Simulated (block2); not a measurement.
# BSiH5 (boranylsilane) at DMRG/STO-3G, part 2 of 2

block2 0.5.4. The steps go on from the part before.

### 3 The distorted shape: a single-point energy at DMRG/STO-3G

make_fcidump.py reads:

```python
import numpy as np
from pyscf import ao2mo, cc, dft, gto, lo, mcscf, mp, scf
from pyscf.tools import fcidump

mol = gto.M(atom="mol.xyz", basis="sto-3g", spin=0, verbose=3, max_memory=2000)
print("basis functions = %d" % (mol.nao))
mf = scf.RHF(mol)
mf.conv_tol = 1e-10
mf.max_cycle = 200
mf.kernel()
if not mf.converged:
    mf = mf.newton().run(mf.mo_coeff, mf.mo_occ)
print("reference energy = %.10f" % (mf.e_tot))
ref = mf
pt = mp.MP2(ref, frozen=6).run()
mycc = cc.CCSD(ref, frozen=6)
mycc.max_cycle = 150
mycc.kernel()
print(f"E(MP2) = {pt.e_tot:.10f}")
if mycc.converged:
    print("E(CCSD) = %.10f" % (mycc.e_tot))
    print("CCSD(T) total energy = %.10f" % (mycc.e_tot + mycc.ccsd_t()))
    print("T1 diagnostic = %.4f" % (mycc.get_t1_diagnostic()))
ks = dft.RKS(mol, xc="blyp").set(conv_tol=1e-9, verbose=3).run()
if ks.converged:
    print("E(BLYP) = %.8f" % (ks.e_tot))
ks = dft.RKS(mol, xc="lda,vwn5").set(conv_tol=1e-9, verbose=3).run()
if ks.converged:
    print(f"E(SVWN5) = {ks.e_tot:.8f}")
ks = dft.RKS(mol, xc="bhandhlyp").set(conv_tol=1e-9, verbose=3).run()
if ks.converged:
    print("E(BHLYP) = %.8f" % (ks.e_tot))
mo = mf.mo_coeff.copy()
for a, b in ((6, 12), (12, 19)):
    if b - a > 1:
        mo[:, a:b] = lo.PM(mol, mo[:, a:b]).kernel()
mf.mo_coeff = mo
cas = mcscf.CASCI(mf, 13, 12)
h1, ecore = cas.get_h1eff()
fcidump.from_integrals("FCIDUMP", h1, cas.get_h2eff(), 13, 12, nuc=ecore, ms=0)
```

input.conf reads:

```
sym c1
orbitals FCIDUMP
nelec 12
spin 0
irrep 1
schedule
0 12 1E-07 1E-03
3 25 1E-07 1E-04
6 50 1E-07 1E-04
10 100 1E-07 1E-05
12 100 1E-08 0.0
end
maxiter 18
sweep_tol 1E-06
gaopt default
mem 1g
num_thrds 1
prefix ./tmp
outputlevel 1
onepdm
```

Started as:

```sh
$ python make_fcidump.py && block2main input.conf
```

Standard output:

```text
$ python make_fcidump.py
basis functions = 19
converged SCF energy = -312.811830976706
reference energy = -312.8118309767
E(RMP2) = -312.89185021259  E_corr = -0.0800192358843591
E(SCS-RMP2) = -312.904961388455  E_corr = -0.0931304117496061
E(CCSD) = -312.9295295325388  E_corr = -0.1176985558332157
E(MP2) = -312.8918502126
E(CCSD) = -312.9295295325
CCSD(T) correction = -0.00094806271433707
CCSD(T) total energy = -312.9304775953
T1 diagnostic = 0.0059
converged SCF energy = -313.542726491579
E(BLYP) = -313.54272649
converged SCF energy = -312.062189037039
E(SVWN5) = -312.06218904
converged SCF energy = -313.587944554132
E(BHLYP) = -313.58794455

$ block2main input.conf

********************************** INPUT START **********************************
sym                                                             c1
orbitals                                                   FCIDUMP
nelec                                                           12
spin                                                             0
irrep                                                            1
maxiter                                                         18
sweep_tol                                                    1E-06
gaopt                                                      default
mem                                                             1g
num_thrds                                                        1
prefix                                                       ./tmp
outputlevel                                                      1
onepdm
schedule                  Sweep   0-   2 : Mmps =    12 Noise =     0.001 DavTol =     1e-07
                          Sweep   3-   5 : Mmps =    25 Noise =    0.0001 DavTol =     1e-07
                          Sweep   6-   9 : Mmps =    50 Noise =    0.0001 DavTol =     1e-07
                          Sweep  10-  11 : Mmps =   100 Noise =     1e-05 DavTol =     1e-07
                          Sweep  12-  17 : Mmps =   100 Noise =         0 DavTol =     1e-08
********************************** INPUT END   **********************************

SPIN ADAPTED - REAL DOMAIN - DOUBLE PREC
qc mpo type =  QCTypes.Conventional
 UseMainStack = 0 MinDiskUsage = 1 MinMemUsage = 0 IBuf = 0 OBuf = 0
 FPCompression: prec = 1.00e-16 chunk = 1024
 IMain = 0 B / 66.8 MB DMain = 0 B / 343 MB ISeco = 0 B / 28.6 MB DSeco = 0 B / 515 MB
 OpenMP = 1 TBB = 0 BLIS = 0 MKL = GNU 2024.0.2 SeqType = Tasked AlignType = None MKLIntLen = 4
 THREADING = 2 layers : Global | Operator BatchedGEMM
 NUMBER : Global = 1 Operator = 1 Quanta = 0 MKL = 1
 COMPLEX = 1 SINGLE-PREC = 1 KSYMM = 0
using gaopt reorder =  [ 4  7  5  9 10  3  8  0  6 11  2 12  1]
read integral finished 2.8113783691078424
integral sym error =            0
MinMPOMemUsage =  False
MPS =  CCRRRRRRRRRRR 0 2 < N=12 S=0 PG=0 >
GS INIT MPS BOND DIMS =       1     3    10    20    19    28    32    32    28    19    20    10     3     1
pre-mpo memory usage =  168 MB
build mpo start ...
build mpo finished ... Tread = 0.000 Twrite = 0.000 T = 0.014
simpl mpo start ...
simpl mpo finished ... Tread = 0.000 Twrite = 0.000 T = 0.044
GS MPO BOND DIMS =      18    25    36    51    70    93    93    70    51    36    25    18     1
build 1pdm mpo 2.9031073092482984
build identity mpo 2.9043765482492745
memory usage =  183 MB
para mpo finished 2.9049729760736227
env init finished 2.968233397230506

Sweep =    0 | Direction =  forward | Bond dimension =   12 | Noise =  1.00e-03 | Dav threshold =  1.00e-07
Time elapsed =      0.263 | E =    -312.6857005259 | DW = 4.14600e-04

Sweep =    1 | Direction = backward | Bond dimension =   12 | Noise =  1.00e-03 | Dav threshold =  1.00e-07
Time elapsed =      0.407 | E =    -312.9207467613 | DE = -2.35e-01 | DW = 5.62289e-04

Sweep =    2 | Direction =  forward | Bond dimension =   12 | Noise =  1.00e-03 | Dav threshold =  1.00e-07
Time elapsed =      0.538 | E =    -312.9227110861 | DE = -1.96e-03 | DW = 5.57492e-04

Sweep =    3 | Direction = backward | Bond dimension =   25 | Noise =  1.00e-04 | Dav threshold =  1.00e-07
Time elapsed =      0.697 | E =    -312.9287932788 | DE = -6.08e-03 | DW = 2.38352e-05

Sweep =    4 | Direction =  forward | Bond dimension =   25 | Noise =  1.00e-04 | Dav threshold =  1.00e-07
Time elapsed =      0.889 | E =    -312.9302258648 | DE = -1.43e-03 | DW = 9.61021e-05

Sweep =    5 | Direction = backward | Bond dimension =   25 | Noise =  1.00e-04 | Dav threshold =  1.00e-07
Time elapsed =      1.089 | E =    -312.9304866430 | DE = -2.61e-04 | DW = 1.13576e-04

Sweep =    6 | Direction =  forward | Bond dimension =   50 | Noise =  1.00e-04 | Dav threshold =  1.00e-07
Time elapsed =      1.358 | E =    -312.9307467695 | DE = -2.60e-04 | DW = 8.28049e-06

Sweep =    7 | Direction = backward | Bond dimension =   50 | Noise =  1.00e-04 | Dav threshold =  1.00e-07
Time elapsed =      1.668 | E =    -312.9308168794 | DE = -7.01e-05 | DW = 1.48639e-05

Sweep =    8 | Direction =  forward | Bond dimension =   50 | Noise =  1.00e-04 | Dav threshold =  1.00e-07
Time elapsed =      1.976 | E =    -312.9308259462 | DE = -9.07e-06 | DW = 1.43348e-05

Sweep =    9 | Direction = backward | Bond dimension =   50 | Noise =  1.00e-04 | Dav threshold =  1.00e-07
Time elapsed =      2.279 | E =    -312.9308518278 | DE = -2.59e-05 | DW = 1.68128e-05

Sweep =   10 | Direction =  forward | Bond dimension =  100 | Noise =  1.00e-05 | Dav threshold =  1.00e-07
Time elapsed =      2.856 | E =    -312.9309063142 | DE = -5.45e-05 | DW = 1.08926e-06

Sweep =   11 | Direction = backward | Bond dimension =  100 | Noise =  1.00e-05 | Dav threshold =  1.00e-07
Time elapsed =      3.670 | E =    -312.9309232405 | DE = -1.69e-05 | DW = 2.60907e-06

Sweep =   12 | Direction =  forward | Bond dimension =  100 | Noise =  0.00e+00 | Dav threshold =  1.00e-08
Time elapsed =      4.358 | E =    -312.9309244228 | DE = -1.18e-06 | DW = 2.29927e-06

Sweep =   13 | Direction = backward | Bond dimension =  100 | Noise =  0.00e+00 | Dav threshold =  1.00e-08
Time elapsed =      5.130 | E =    -312.9309259111 | DE = -1.49e-06 | DW = 2.33419e-06

Sweep =   14 | Direction =  forward | Bond dimension =  100 | Noise =  0.00e+00 | Dav threshold =  1.00e-08
Time elapsed =      5.880 | E =    -312.9309259143 | DE = -3.20e-09 | DW = 2.33434e-06

Final canonical form =  LLLLLLLLLLLLC 11
DMRG Energy = -312.930925914277225
npdm string = ['(C+D)0']

Build NPDM MPO | Nsites =    13 | Nmaxops =  2 | SymbolFree = T | Cutoff = 0.00e+00
 Site =     0 /    13 .. L =        4 R =        1 M =            0 Tmid = 0.000 T = 0.000
 Site =     1 /    13 .. L =        4 R =       25 M =           25 Tmid = 0.000 T = 0.000
 Site =     2 /    13 .. L =        4 R =       23 M =           23 Tmid = 0.000 T = 0.000
 Site =     3 /    13 .. L =        4 R =       21 M =           21 Tmid = 0.000 T = 0.000
 Site =     4 /    13 .. L =        4 R =       19 M =           19 Tmid = 0.000 T = 0.000
 Site =     5 /    13 .. L =        4 R =       17 M =           17 Tmid = 0.000 T = 0.000
 Site =     6 /    13 .. L =        4 R =       15 M =           15 Tmid = 0.000 T = 0.000
 Site =     7 /    13 .. L =        4 R =       13 M =           13 Tmid = 0.000 T = 0.000
 Site =     8 /    13 .. L =        4 R =       11 M =           11 Tmid = 0.000 T = 0.000
 Site =     9 /    13 .. L =        4 R =        9 M =            9 Tmid = 0.000 T = 0.000
 Site =    10 /    13 .. L =        4 R =        7 M =            7 Tmid = 0.000 T = 0.000
 Site =    11 /    13 .. L =        4 R =        5 M =            5 Tmid = 0.000 T = 0.000
 Site =    12 /    13 .. L =        1 R =        4 M =            4 Tmid = 0.000 T = 0.000
Ttotal =      0.000

Expectation | Direction = backward | BRA bond dimension =  100 | KET bond dimension =  100
Time elapsed =      0.095
NPDM Sorting | Nsites =    13 | Nmaxops =  2 | DotSite = 2 | SymbolFree = T | Compressed = T | LowMem = F | Mem = 1.32 KB
Ttotal =      0.000

DMRG OCC =   1.971 1.977 1.977 1.970 1.950 1.970 0.012 0.050 0.024 0.029 0.029 0.020 0.020
```

It took 15 s on 1 thread of Intel Xeon Platinum 8259CL at 2.50GHz (Skylake/Cascade Lake), shared host; peak memory 0.21 GiB.

### 4 Outcome

The summary covers parts 1 to 2.

Level: DMRG/STO-3G, 6 core orbitals frozen.

```
                                                          quantity          value
                                  run 1, DMRG/STO-3G: total energy  -312.95291 Eh
                run 1, DMRG/STO-3G: T1 diagnostic of the CCSD step          0.005
                                     distorted shape: total energy  -312.93093 Eh
                   distorted shape: T1 diagnostic of the CCSD step          0.006
energy change with the Si2–H7 bond stretched from 1.487 to 1.711 Å       0.598 eV
```

In words: With the Si2–H7 bond stretched from 1.487 to 1.711 Å the energy rises by 0.60 eV (13.8 kcal/mol). The first shape isn't relaxed at this level, so the change isn't measured from a minimum. The minimal basis adds a large error of its own.
